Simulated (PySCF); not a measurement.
Gas-phase reaction: 3 SiH3Cl → SiHCl3 + 2 SiH4

Energies from PySCF (xtb for GFN2), thermal terms from the rigid-rotor harmonic-oscillator model, ideal gas at 1 bar. 'Table' is the NASA 1993 thermochemical table (part measured, part estimated). † marks an energy on the PBE0/def2-TZVP geometry and frequencies; other levels use their own. All species are closed-shell singlets. For this reaction the table lies outside the span of B3LYP, CCSD(T), M06-2X, MP2, PBE0, r2SCAN, ωB97M-V, ωB97X-V in their largest bases here; which side is off was not settled. The harmonic model lacks anharmonicity and excited electronic states, which grow with temperature; levels with a mode under 35 cm⁻¹ are left out. The table's entry may be an old estimate for SiH3Cl, SiHCl3 (not checked at source).

```tsv
level	ΔH°(298 K), kJ	minus table	ΔG°(1000 K), kJ
table	-2.1	-	25.1
GFN2-xTB	54.3	56.4	79.1
HF/def2-TZVP†	1.2	3.3	27.7
M06-2X/def2-TZVP†	-9.9	-7.8	16.6
PBE/def2-TZVP†	-17.5	-15.4	9.0
PBE0/def2-QZVP†	-12.6	-10.5	13.9
PBE0/def2-TZVP	-14.1	-12.0	12.4
r2SCAN/def2-TZVP†	-18.1	-16.0	8.4
ωB97M-V/def2-TZVP†	-17.7	-15.6	8.8
ωB97X-V/def2-TZVP†	-14.7	-12.6	11.8
```
